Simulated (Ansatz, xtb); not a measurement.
## A geometry optimisation of C2H3F2O+ with r2SCAN-D4/def2-SVP

The starting geometry of this gas-phase singlet was built from a drawn formula by distance geometry and a force field; its bonds are those of `[CH2+]C(O)(F)F`.

```xyz
8

C    -0.9804    0.2725    0.6763
C     0.4933    0.1406    0.6896
F     0.9847    0.4892    1.9223
F     0.9027   -1.0964    0.3988
O     1.0645    0.9947   -0.2780
H    -1.4250    1.1915    0.3716
H    -1.5443   -0.5169    1.0850
H     2.0069    0.7910   -0.1933
```

**Question.** Predict what becomes of its bonds when it is optimised with r2SCAN-D4/def2-SVP.

**Answer.** It rearranges to `O[C+](F)CF`. Distances that change by over a tenth: C2–O5 (1.41 → 1.26 Å). Contacts that open: C2–F3 (1.37 → 2.32 Å). Contacts that close: C1–F3 (2.34 → 1.34 Å).

The energy falls by 2.65 eV over 22 steps:

```csv
step,E − E(last) (eV)
1,2.650
3,2.247
6,1.431
8,0.516
10,0.253
13,0.212
15,0.190
17,0.120
20,0.002
22,0.000
```

Final geometry (Å):

```tsv
atom	x (Å)	y (Å)	z (Å)
C	-0.6394	0.3573	1.0869
C	0.6886	0.1678	0.4471
F	-0.6332	-0.1621	2.3199
F	1.6048	-0.4252	1.0912
O	0.9144	0.5851	-0.7189
H	-0.8578	1.4475	1.0851
H	-1.3968	-0.1205	0.4277
H	1.8219	0.4164	-1.0668
```

From the same start GFN2-xTB reaches the same bonding as this run.

No frequencies were run, so the end isn't proven a minimum. Run with Ansatz 0.2.0, 57 s on 1 thread of AMD EPYC (Zen 3) (shared host).
